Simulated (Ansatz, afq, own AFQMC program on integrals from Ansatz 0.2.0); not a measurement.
# Where AFQMC and coupled cluster stand for BNH4, singlet

```xyz
6

B     0.0000    0.0000    0.8439
N     0.0000    0.0000   -0.6796
H     0.0000    1.1516    1.4823
H     0.0000   -1.1516    1.4823
H     0.0000    0.9255   -1.2860
H     0.0000   -0.9255   -1.2860
```

Connectivity, by distances: BH2–NH2.

Basis 6-31G. Only valence electrons are correlated. Integrals, coupled cluster, full CI and functionals: Ansatz 0.2.0; the random walks run on the same integrals in our own AFQMC program. The CISD trial takes its coefficients from CCSD amplitudes. Released means that phaseless walkers are propagated on without the constraint, phases kept. ± is one standard error of the sampling.

Determinant: RHF, the one that the program's search chose, which needn't be the lowest solution. The geometry is a point of a scan.

No full CI on the walks' own integrals is used here; CCSDT(Q) serves as the reference and is uncertain by about the last step of the cluster series.

Cautions: higher spins were not checked; raised T1 diagnostic (T1 0.022, weight of the determinant 0.90, largest double 0.07); the released energies move by 1.5 errors or more from one time to the next, so no released level is given (meV from the phaseless value at times in 1/Eh: -1 ± 11 at 0.24, -24 ± 9 at 0.51, -28 ± 9 at 0.99, -11 ± 10 at 1.62, -35 ± 12 at 2.40), though the last usable value meets CCSDT(Q) within the noise.

The T1 diagnostic is 0.0220, the weight of the determinant in the CISD state is 0.897 and the size of the correlated space is 12 electrons in 24 orbitals.

Reference: CCSDT(Q), correlation energy -5.675 eV.

```
        level  E − E(reference) (meV)  share of correlation (%)
           HF                  5674.6                      0.00
          MP2                   833.0                     85.32
         CCSD                   164.2                     97.11
      CCSD(T)                    28.8                     99.49
        CCSDT                    12.7                     99.78
  ph-AFQMC/HF            -80.0 ± 47.8                    101.41
ph-AFQMC/CISD              12.7 ± 9.1                     99.78
```

A walk keeps the symmetry of its determinant, which the program's search chose and which needn't be the lowest solution, so a lower state of the same spin and another symmetry isn't excluded.
